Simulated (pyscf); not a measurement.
PySCF, gas phase, ωB97X-D3(BJ)/def2-SVP geometries.

Q: Estimate the classical barrier height and the reaction energy of H₃C–Zn–Cl (SMILES [CH3][Zn][Cl]) + H₂ (SMILES [H][H]) → CH₄ (SMILES C) + Cl–ZnH (SMILES [Cl][ZnH]) at ωB97M-D3(BJ)/def2-TZVP. The step runs on the singlet surface, breaks C–Zn, H–H and forms C–H, H–Zn; take the separated reactants as zero.

A: ΔE‡ = 47.4 kcal/mol, ΔE = -9.8 kcal/mol. Zero-point energy shifts the barrier by +1.4 kcal/mol. It is a four-centre exchange, with an imaginary mode of 1703i cm⁻¹. At the saddle there is also a short H–Zn contact that neither side keeps. This is the saddle that the search found; another between the same sides may lie lower. Elements up to Kr have no core potential and no relativistic terms here.
